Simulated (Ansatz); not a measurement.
**C–O–SiH, quartet: the ladder up to UCCSDT(Q)**

Geometry: displaced at random from a stationary point.

```xyz
4

C     0.0897    0.3439    1.7171
O    -0.0752   -0.2929    0.6368
Si    0.0014   -0.0284   -1.0441
H     0.0845    1.3429   -1.4763
```

Basis cc-pVDZ; Ansatz 0.2.0. Correlated methods freeze the noble-gas cores, which leaves 15 electrons in 44 orbitals. R marks a restricted (for open shells ROHF) determinant, U an unrestricted one.

Full CI isn't at hand for all of this; UCCSDT(Q) serves as the reference, and is uncertain by the last step of the cluster series or more. The frozen core follows each run's orbitals, which can shift R against U totals by a few meV.

For open shells CISD is restricted-active-space CI with the open shells as a complete middle space.

```
UHF ⟨S²⟩                          : 3.764
T1 diagnostic (RCCSD)             : 0.0294
largest doubles amplitude (RCCSD) : 0.071
T1 diagnostic (UCCSD)             : 0.0259
```

| level | E − E(UCCSDT(Q)) (kcal/mol) | share of correlation (%) | wall time |
| --- | --- | --- | --- |
| RHF | 234.21 | 0.00 | – |
| UHF | 230.40 | 1.63 | – |
| RMP2 | 27.46 | 88.27 | – |
| UMP2 | 27.59 | 88.22 | – |
| CISD | 29.85 | 87.25 | 24 s |
| RCCSD | 8.59 | 96.33 | – |
| UCCSD | 8.52 | 96.36 | – |
| RCCSD(T) | 1.44 | 99.39 | 15 s |
| UCCSD(T) | 1.44 | 99.39 | 16 s |
| BCCD(T) | 1.31 | 99.44 | 9.5 s |
| RCCSDT | 0.68 | 99.71 | – |
| UCCSDT | 0.66 | 99.72 | – |
| RCCSDT(Q) | 0.12 | 99.95 | 4.6 min |

The correlation energy at UCCSDT(Q), counted from RHF, is -10.156 eV. That run took 4.2 min on 1 thread of Arm Neoverse V2, shared host.

Times hold each run's SCF and search for its determinant on a shared host, so for small cases they say little of a method's own cost; they ran on 1 thread of Arm Neoverse V2. Some runs computed forces too.
